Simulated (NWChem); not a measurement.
# doublet HCl−: levels of theory compared

Aim: a comparison of 6 runs (USVWN5/def2-TZVPPD, UB2PLYP/def2-TZVPPD, UB3LYP/def2-TZVPPD, UBHLYP/def2-TZVPPD, UM06-L/def2-TZVPPD, UMP3/def2-TZVPPD) of doublet HCl−. 

The results are computed with NWChem 7.3.0.

## Step 1: The system as given

HCl−: 2 atoms, total charge -1, spin state doublet. As SMILES of the parent species, `Cl`. The shape is that of a PBE0-D4/def2-TZVP optimisation. That shape belongs to the parent species and isn't relaxed for this state.

Bond lengths: Cl1–H2 1.279 Å.

## Step 2: A single-point energy at USVWN5/def2-TZVPPD (run 1)

run.py reads:

```python
from ase import Atoms
from ase.calculators.nwchem import NWChem

molecule = Atoms(['Cl', 'H'], positions=[
    [0.546000, -0.178500, 0.280800],
    [-0.546000, 0.178500, -0.280800],
])

calc = NWChem(
    label='clh',
    theory='dft',
    memory='2200 mb',
    basis='def2-TZVPPD',
    basispar='spherical bse',
    charge=-1,
    dft={'xc': 'slater vwn_5', 'mult': '2', 'grid': 'xfine', 'convergence': 'energy 1e-08', 'iterations': '100', 'mulliken': None, 'print': 'low'},
    task='energy',
)
molecule.calc = calc

print("Total energy (eV):", round(molecule.get_potential_energy(), 6))
```

Run with:

```sh
export ASE_NWCHEM_COMMAND="nwchem PREFIX.nwi > PREFIX.nwo"
python run.py
```

Output:

```text
Total energy (eV): -12497.589081
```

The calculator wrote clh.nwi:

```
title "clh"

permanent_dir clh

scratch_dir clh

start clh

geometry units angstrom nocenter noautosym noautoz
  Cl 5.4600000000000004e-01 -1.7849999999999999e-01 2.8079999999999999e-01
  H  -5.4600000000000004e-01 1.7849999999999999e-01 -2.8079999999999999e-01
end

charge -1

memory 2200 mb

basis spherical bse noprint
   * library def2-TZVPPD
end

dft
  xc slater vwn_5
  mult 2
  grid xfine
  convergence energy 1e-08
  iterations 100
  mulliken
  print low
end

task dft energy
```

clh.nwo:

```text
Northwest Computational Chemistry Package (NWChem) 7.3.0
             --------------------------------------------------------

           Job information
           ---------------

    nwchem branch   = 7.3.0
    use scalapack   = T
    input           = clh.nwi
    prefix          = clh.
    data base       = clh/clh.db
    status          = startup
    nproc           =        1

           Memory information
           ------------------

[... 5 lines left out ...]
    hardfail = no
[... 34 lines left out ...]
            Nuclear Dipole moment (a.u.)
[... 67 lines left out ...]
         Total DFT energy =     -459.277931304912
[... 1 line left out ...]
           Coulomb energy =      214.544909884865
[... 1 line left out ...]
 Nuclear repulsion energy =        7.034777459321
[... 32 lines left out ...]
     ------------------------------------------
      Spin Density - Lowdin Population Analysis
     ------------------------------------------

    Atom       Charge   Shell Charges
 -----------   ------   -------------------------------------------------------
    1 Cl  17     0.70   0.00  0.00  0.00  0.03  0.00  0.47  0.00 -0.00  0.01  0.01  0.01  0.13  0.00  0.00  0.01  0.02  0.00
    2 H    1     0.30   0.01  0.01  0.06  0.01  0.05  0.17  0.00

     --------------------------
     Expectation value of S2:
     --------------------------
      <S2> =      0.7504 (Exact =     0.7500)

 Task  times  cpu:        5.8s     wall:        5.8s
 Total times  cpu:        5.8s     wall:        5.8s
```

Run time: 6.9 s. Hardware: 1 thread of Intel Xeon Platinum 8375C at 2.90GHz (Ice Lake), shared host; peak memory 0.12 GiB.

## Step 3: A single-point energy at UB2PLYP/def2-TZVPPD (run 2)

calc.nw reads:

```
START calc
TITLE "ClH"
memory stack 880 mb heap 220 mb global 1100 mb
charge -1
GEOMETRY units angstrom noautosym nocenter noautoz
  Cl    0.546000   -0.178500    0.280800
  H    -0.546000    0.178500   -0.280800
END
BASIS spherical bse
  * library def2-TZVPPD
END
DFT
  xc hfexch 0.53 becke88 0.47 lyp 0.73 mp2 0.27
  dftmp2 semidirect
  mult 2
  grid xfine
  convergence energy 1e-08
  iterations 100
  mulliken
END
MP2
  freeze core 5
END
TASK dft
```

Run with:

```sh
nwchem calc.nw > calc.out
```

Output:

```text
[...]
          Wavefunction type:  spin polarized.
          No. of atoms     :     2
          No. of electrons :    19
[...]
          Charge           :    -1
          Spin multiplicity:     2
[...]
          AO basis - number of functions:    68
[...]
              XC Information
              --------------
                     Hartree-Fock (Exact) Exchange  0.530
                    Becke 1988 Exchange Functional  0.470
              Lee-Yang-Parr Correlation Functional  0.730
[...]
 d= 0,ls=0.0,diis     1   -460.0651902047 -4.67D+02  2.16D-01  2.21D+00     1.3
[...]
 d= 0,ls=0.0,diis    14   -460.5658109480 -2.25D-09  6.48D-07  2.35D-12    15.1
[...]
         Total DFT energy =     -460.565810948012
      One electron energy =     -653.578516790885
           Coulomb energy =      214.517164648267
    Exchange-Corr. energy =      -28.539236264716
 Nuclear repulsion energy =        7.034777459321
[...]
      Total Density - Mulliken Population Analysis
     ---------------------------------------------
    Atom       Charge   Shell Charges
 -----------   ------   -------------------------------------------------------
    1 Cl  17    19.08   2.01  0.44  1.52  1.13  0.86  1.13  4.19  1.67  1.13  2.77  1.58  0.51  0.00  0.01  0.02  0.08  0.00
    2 H    1    -0.08   0.22  0.40 -1.21  0.01  0.09  0.42  0.00
[...]
      <S2> =      0.7504 (Exact =     0.7500)
[...]
  Basis functions       =     68
[...]
```

Wall time 17 s (1 thread of Intel Xeon Platinum 8375C at 2.90GHz (Ice Lake), shared host); peak memory 0.14 GiB.

Run 3 isn't shown in full; the table further down has it.

## Step 4: The energy at UBHLYP/def2-TZVPPD (run 4)

clh.xyz reads:

```xyz
2

Cl     0.546000    -0.178500     0.280800
H     -0.546000     0.178500    -0.280800
```

run.py reads:

```python
from ase.io import read
from ase.calculators.nwchem import NWChem

mol = read('clh.xyz')

calc = NWChem(
    label='clh',
    theory='dft',
    memory='2200 mb',
    basis='def2-TZVPPD',
    basispar='spherical bse',
    charge=-1,
    dft={'xc': 'bhlyp', 'mult': '2', 'grid': 'xfine', 'convergence': 'energy 1e-08', 'iterations': '100', 'mulliken': None},
    task='energy',
)
mol.calc = calc

print("Total energy (eV):", round(mol.get_potential_energy(), 6))
```

Run with:

```sh
export ASE_NWCHEM_COMMAND="nwchem PREFIX.nwi > PREFIX.nwo"
python run.py
```

Output:

```text
Total energy (eV): -12538.040702
```

The calculator wrote clh.nwi:

```
title "clh"

permanent_dir clh

scratch_dir clh

start clh

geometry units angstrom nocenter noautosym noautoz
  Cl 5.4600000000000004e-01 -1.7849999999999999e-01 2.8079999999999999e-01
  H  -5.4600000000000004e-01 1.7849999999999999e-01 -2.8079999999999999e-01
end

charge -1

memory 2200 mb

basis spherical bse noprint
   * library def2-TZVPPD
end

dft
  xc bhlyp
  mult 2
  grid xfine
  convergence energy 1e-08
  iterations 100
  mulliken
end

task dft energy
```

clh.nwo:

```text
Northwest Computational Chemistry Package (NWChem) 7.3.0
             --------------------------------------------------------

           Job information
           ---------------

    nwchem branch   = 7.3.0
    use scalapack   = T
    input           = clh.nwi
    prefix          = clh.
    data base       = clh/clh.db
    status          = startup
    nproc           =        1

           Memory information
           ------------------

[... 5 lines left out ...]
    hardfail = no
[... 34 lines left out ...]
            Nuclear Dipole moment (a.u.)
[... 55 lines left out ...]
          Convergence on density requested:  1.00D-05
[... 25 lines left out ...]
          Convergence aids based upon iterative change in
[... 31 lines left out ...]
 2-e energy   =     202.845092
[... 59 lines left out ...]
           Coulomb energy =      214.662722938302
[... 507 lines left out ...]
                     DFT Final Beta Molecular Orbital Analysis
[... 580 lines left out ...]
     Multipole analysis of the density
     ---------------------------------

     L   x y z        total         alpha         beta         nuclear
     -   - - -        -----         -----         ----         -------
     0   0 0 0     -1.000000    -10.000000     -9.000000     18.000000

     1   1 0 0      1.012429     -6.894624     -8.601593     16.508646
[... 8 lines of this table left out ...]
     2   0 0 2    -18.353196    -15.553619     -7.867902      5.068324

 Task  times  cpu:       15.2s     wall:       15.2s
 Total times  cpu:       15.3s     wall:       15.3s
```

Run time: 17 s. Hardware: 1 thread of Intel Xeon Platinum 8375C at 2.90GHz (Ice Lake), shared host; peak memory 0.12 GiB.

Run 5 isn't shown in full; the table further down has it.

## Step 5: The energy at UMP3/def2-TZVPPD (run 6)

mol.xyz reads:

```xyz
2
ClH
Cl     0.546000    -0.178500     0.280800
H     -0.546000     0.178500    -0.280800
```

mol.nw reads:

```
start mol
title "ClH"
memory stack 880 mb heap 220 mb global 1100 mb
charge -1

geometry noautosym nocenter noautoz
  load mol.xyz
end

basis spherical bse
  Cl library def2-TZVPPD
  H library def2-TZVPPD
end

scf
  doublet
  uhf
  thresh 1e-08
  maxiter 80
end

tce
  scf
  mbpt3
  freeze core 5
  maxiter 60
end

task tce energy
```

Run with:

```sh
nwchem mol.nw > mol.out
```

Output:

```text
[...]
  functions       =    68
[...]
  wavefunction    = UHF
[...]
         Total SCF energy =   -460.034702016288
      One electron energy =   -653.258879025851
      Two electron energy =    186.189399550242
 Nuclear repulsion energy =      7.034777459321
                       Sz =      0.5000
                 Sz(Sz+1) =      0.7500
                      S^2 =      0.7508
[...]
         Wavefunction type : Unrestricted Hartree-Fock
          No. of electrons :    19
[...]
         Spin multiplicity : doublet
[...]
```

Run time: 17 s. Hardware: 1 thread of Intel Xeon Platinum 8375C at 2.90GHz (Ice Lake), shared host; peak memory 0.69 GiB.

## Step 6: All runs side by side

| run | level | frozen core orbitals | integration grid | energy (Eh) | ⟨S²⟩ | wall time |
| --- | --- | --- | --- | --- | --- | --- |
| 1 | USVWN5/def2-TZVPPD | – | xfine | -459.277931 | 0.750 | 6.9 s |
| 2 | UB2PLYP/def2-TZVPPD | 5 | xfine | -460.636694 | 0.750 | 17 s |
| 3 | UB3LYP/def2-TZVPPD | – | xfine | -460.791190 | 0.750 | 17 s |
| 4 | UBHLYP/def2-TZVPPD | – | xfine | -460.764501 | 0.750 | 17 s |
| 5 | UM06-L/def2-TZVPPD | – | xfine | -460.752885 | 0.751 | 33 s |
| 6 | UMP3/def2-TZVPPD | 5 | – | -460.269162 | 0.751 | 17 s |

## Step 7: What came out

```
                                                         quantity          value
                                              run 6: total energy  -460.26916 Eh
run 6: HOMO energy (Hartree–Fock orbitals) (highest over α and β)        1.63 eV
 run 6: LUMO energy (Hartree–Fock orbitals) (lowest over α and β)        6.05 eV
               run 6: correlation energy (5 core orbitals frozen)     -234.5 mEh
                         run 6: ⟨S²⟩ of the reference determinant          0.751
```

In words: Totals of different functionals can't be ranked against each other. In runs 2, 3, 4, 5, 6 the HOMO lies above zero, so the outermost electron may be held by the basis alone. All runs together took 1.8 min, the longest 33 s.
